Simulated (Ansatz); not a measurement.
Which method gave which barrier?

Saddle point of CH$_{6}$N, doublet (CH₃ + NH₃ → CH₄ + NH₂; bonds formed: H1–C3; bonds broken: H1–N2), PBE0-D4/def2-TZVP structure:

```json
{"atom": "H1", "x (Å)": "-0.2067", "y (Å)": "-0.2790", "z (Å)": "-0.1103"}
{"atom": "N2", "x (Å)": "-0.9697", "y (Å)": "-0.3530", "z (Å)": "-1.1244"}
{"atom": "C3", "x (Å)": "0.6241", "y (Å)": "0.0208", "z (Å)": "0.8585"}
{"atom": "H4", "x (Å)": "-1.5364", "y (Å)": "0.4870", "z (Å)": "-0.9873"}
{"atom": "H5", "x (Å)": "-0.3150", "y (Å)": "-0.0906", "z (Å)": "-1.8650"}
{"atom": "H6", "x (Å)": "-0.0181", "y (Å)": "0.1708", "z (Å)": "1.7231"}
{"atom": "H7", "x (Å)": "1.1753", "y (Å)": "0.9119", "z (Å)": "0.5716"}
{"atom": "H8", "x (Å)": "1.2465", "y (Å)": "-0.8677", "z (Å)": "0.9338"}
```

Ansatz 0.2.0; basis: def2-TZVPP, with def2-QZVPP for the basis limit; cores frozen in the correlated methods; orbitals are unrestricted. Extrapolation: Hartree–Fock as exp(−7.88 √X), correlation as X^−2.97. Four methods, as single points on the PBE0-D4 structures, gave these electronic barriers from the start structure: 34.6, 50.9, 84.0, 123.6 kJ/mol.

(1) The methods were, in alphabetical order, HF, MP2, PBE-D4, r2SCAN-D4. Which gave which? (A judgement: the text doesn't fix the answer.)

T1 diagnostic: at most 0.016. ⟨S²⟩ of the unrestricted Hartree–Fock references: 0.76 to 0.79 (a pure state has 0.75).

Answers

(1) By the calculation: PBE-D4 34.6; r2SCAN-D4 50.9; MP2 84.0; HF 123.6 kJ/mol. For comparison, CCSD(T) at an estimated basis limit (MP2 extrapolated from triple and quadruple zeta, plus CCSD(T) − MP2 in triple zeta) gives 74.7 kJ/mol.

For scale, one of the runs: CCSD(T)/def2-TZVPP, 146 basis functions, launched by `ansatz run in.yaml --threads 2 --pin off --events-out ev --progress --plain --max-ram 4352MiB`. The run took 31 s on 2 CPU threads of an Arm Neoverse V2 (shared host), with 2.1 GiB of host memory at its peak.
